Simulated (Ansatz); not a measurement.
Consider the atomization: `C[C](F)F`• → 2 C• + 2 F• + 3 H•.

Gas-phase electronic energies from Ansatz, PBE0-D4/def2-TZVP geometries. CCSD(T)/CBS is extrapolated from def2-TZVPP and def2-QZVPP, frozen cores. Functionals use def2-TZVPP. No spin–orbit coupling; open shells (•) take unrestricted orbitals. Spin–orbit coupling would lower the free atoms: a little for C, F.

`C[C](F)F`•:

Cartesian coordinates in Å:
```
C 0.229 0.542 0.286
C -0.400 -0.469 -0.592
F 0.435 -1.337 -1.158
F -1.430 -1.125 -0.062
H -0.522 1.253 0.627
H 1.005 1.075 -0.263
H 0.684 0.061 1.162
```

Problem. What is ΔE at CCSD(T)/CBS? (Best estimate.)

Solution. Ansatz gave: +2635.2 kJ/mol.

Problem. What do these levels give: BHLYP-D4, ωB97X-V, ωB97M-V, revPBE, r2SCANh, MP2/def2-TZVPP, CCSD(T)/def2-TZVPP, HF/def2-QZVPP, CCSD/def2-QZVPP, HF/CBS(def2), MP2/CBS(def2), CCSD/CBS(cc)? (Estimate.)

Solution. The calculation gave: BHLYP-D4 2539.5, ωB97X-V 2653.1, ωB97M-V 2649.8, revPBE 2631.9, r2SCANh 2650.5, MP2/def2-TZVPP 2640.3, CCSD(T)/def2-TZVPP 2570.0, HF/def2-QZVPP 1917.4, CCSD/def2-QZVPP 2563.1, HF/CBS(def2) 1917.9, MP2/CBS(def2) 2705.9, CCSD/CBS(cc) 2587.0 kJ/mol.

Largest T1 diagnostic among the species: 0.014.

From PBE to PBE0 (25 % exact exchange), in def2-TZVPP and without D4, ΔE moves by −75.4 kJ/mol: exact exchange takes away binding that semilocal exchange gives to molecules. The D4 term adds +12.3 kJ/mol with B3LYP and +6.3 kJ/mol with PBE0; it sums over pairs of atoms, weighted by their polarisabilities, and B3LYP, whose exchange is more repulsive, gets the larger term. Leaving LDA and LC-ωPBE aside and taking each functional with its dispersion term where it has one, the values, not all of them listed here, spread over 209.8 kJ/mol, from BHLYP-D4 to PBE-D4. LDA lies +383.7 kJ/mol from PBE without D4, its usual overbinding.

B3LYP here is the variant with VWN-RPA as its local correlation; programs differ in this.
